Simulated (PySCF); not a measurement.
PO⁻: a base run and its variants

Base input, run as `OMP_NUM_THREADS=1 python input.py` with PySCF 2.14:

```python
from pyscf import gto, scf, mp

mol = gto.M(
    atom='P 0 0 0; O 0 0 1.765',
    basis='jorge-dzp',
    charge=-1,
    spin=2,
    verbose=3,
)
mf = scf.UHF(mol)
mf = mf.density_fit(auxbasis='def2-universal-jkfit')
mf.kernel()
mp.MP2(mf, frozen=6).kernel()
mf.dip_moment()
print('orbital energies (hartree):', [e[max(0, n-3):n+3].round(4) for e, n in zip(mf.mo_energy, mol.nelec)])
```

Base result: E(SCF) = -415.563208 Eh, E(MP2) − E(SCF) = -0.29243 Eh, ⟨S²⟩ = 2.038. The basis has no diffuse functions, which an anion needs. The bond length is a typed value, not an optimised one. The dipole of an ion depends on the origin. No search for the lowest solution was made.

Run time: 0.83 s on 1 thread of Intel Xeon Platinum 8375C @ 2.90GHz (shared host), peak memory 0.12 GiB.

Each row names what differs from the base; energies in brackets are changes from the base.

| change | result |
| --- | --- |
| SCF type: UHF → ROHF | E(SCF) = -415.554453 Eh (+0.2382 eV), E(MP2) − E(SCF) = -0.29815 Eh |
| basis set: jorge-dzp → 6-31g* [no diffuse functions for the anion] | E(SCF) = -415.519410 Eh (+1.1918 eV), E(MP2) − E(SCF) = -0.28506 Eh, ⟨S²⟩ = 2.036 |
| functional: none (Hartree–Fock) → m11; SCF type: UHF → UKS; step after the SCF: mp2 → analyze | stops with KeyError ("LibXCFunctional: name 'M11' not found.") |
| charge: -1 → 0; spin (2S): 2 → 3 [another spin of the ion may lie lower] [a high spin state] | E(SCF) = -415.465641 Eh (+2.6549 eV), E(MP2) − E(SCF) = -0.22910 Eh, ⟨S²⟩ = 3.773, μz(SCF) = -2.85 D |
| smearing width (hartree): none → 0.01; step after the SCF: mp2 → none [smearing does not keep the typed spin] | E(SCF) = -415.361432 Eh (+5.4906 eV) |
| geometry: bond 1.765 → bond 1.553 | E(SCF) = -415.592538 Eh (-0.7981 eV), E(MP2) − E(SCF) = -0.27572 Eh, ⟨S²⟩ = 2.033 |
| geometry: bond 1.765 → bond 1.641 | E(SCF) = -415.585886 Eh (-0.6171 eV), E(MP2) − E(SCF) = -0.28273 Eh, ⟨S²⟩ = 2.036 |
| functional: none (Hartree–Fock) → m062x; SCF type: UHF → UKS; step after the SCF: mp2 → analyze | E(SCF) = -416.504290 Eh, ⟨S²⟩ = 2.009 |
| step after the SCF: mp2 → cisd; frozen orbitals: 6 → 0 | E(SCF) = -415.563208 Eh (+0.0000 eV), E(CISD) − E(SCF) = -0.35331 Eh, ⟨S²⟩ = 2.038 |
| Cartesian functions: off → on | E(SCF) = -415.564498 Eh (-0.0351 eV), E(MP2) − E(SCF) = -0.29465 Eh, ⟨S²⟩ = 2.038 |
| basis set: jorge-dzp → sbkjc; core potential: off → on; frozen orbitals: 6 → 0 [no diffuse functions for the anion] | E(SCF) = -21.966923 Eh, E(MP2) − E(SCF) = -0.16784 Eh, ⟨S²⟩ = 2.029 |
| geometry: bond 1.765 → bond 2.206 | E(SCF) = -415.468003 Eh (+2.5906 eV), E(MP2) − E(SCF) = -0.27535 Eh, ⟨S²⟩ = 2.041 |
| initial guess: minao → hcore | E(SCF) = -415.563208 Eh (+0.0000 eV), E(MP2) − E(SCF) = -0.29243 Eh, ⟨S²⟩ = 2.038 |
| basis set: jorge-dzp → cc-pvdz-dk; spin-free X2C: off → on [no diffuse functions for the anion] | E(SCF) = -416.407658 Eh, E(MP2) − E(SCF) = -0.29376 Eh, ⟨S²⟩ = 2.036 |
| functional: none (Hartree–Fock) → blyp; SCF type: UHF → UKS; step after the SCF: mp2 → analyze | E(SCF) = -416.560510 Eh, ⟨S²⟩ = 2.003 |
| spin (2S): 2 → 6 [a high spin state] | E(SCF) = -414.950597 Eh (+16.6700 eV), E(MP2) − E(SCF) = -0.19719 Eh, ⟨S²⟩ = 12.020 |
| frozen orbitals: 6 → 7 | E(SCF) = -415.563208 Eh (+0.0000 eV), E(MP2) − E(SCF) = -0.23197 Eh, ⟨S²⟩ = 2.038 |

Task: Order these changes by how far they move the SCF energy from the base, largest first: (1) SCF type: UHF → ROHF; (2) geometry: bond 1.765 → bond 1.553; (3) geometry: bond 1.765 → bond 1.641; (4) geometry: bond 1.765 → bond 2.206.

Result: (4) +2.5906 eV, (2) -0.7981 eV, (3) -0.6171 eV, (1) +0.2382 eV.
